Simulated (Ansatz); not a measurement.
System: CH₅Si, charge -1, multiplicity 1. It need not be the lowest isomer of its formula. Whether it binds its extra electron was not tested at this geometry. 
Structure (B3LYP-D3(BJ)/def2-TZVP (Ansatz, a quantum-chemistry and plane-wave program) minimum search):
```
Si
C 1 1.7786
H 2 1.0925 1 117.37
H 2 1.0925 3 111.81 1 -139.87
H 1 1.5126 2 112.78 3 51.70
H 1 1.5126 5 105.16 2 -123.30
H 1 1.5467 5 98.47 6 -101.23
```
Charge -1, spin multiplicity 1.

Basis-set convergence of Hartree-Fock and CCSD(T) correlation energies (hartree) with Ansatz. Correlated levels leave the core frozen unless marked. No spin-orbit coupling. No relativistic terms.

```
basis        functions       E(HF)  E(corr, CCSD(T))
-----------  ---------  ----------  ----------------
def2-SVPD           84  -329.52280          -0.33112
def2-TZVPPD        170           …                 …
```

### Question
Fill in the missing entries.

### Answer

- def2-TZVPPD, E(HF): -329.67093
- def2-TZVPPD, E(corr, CCSD(T)): -0.38213
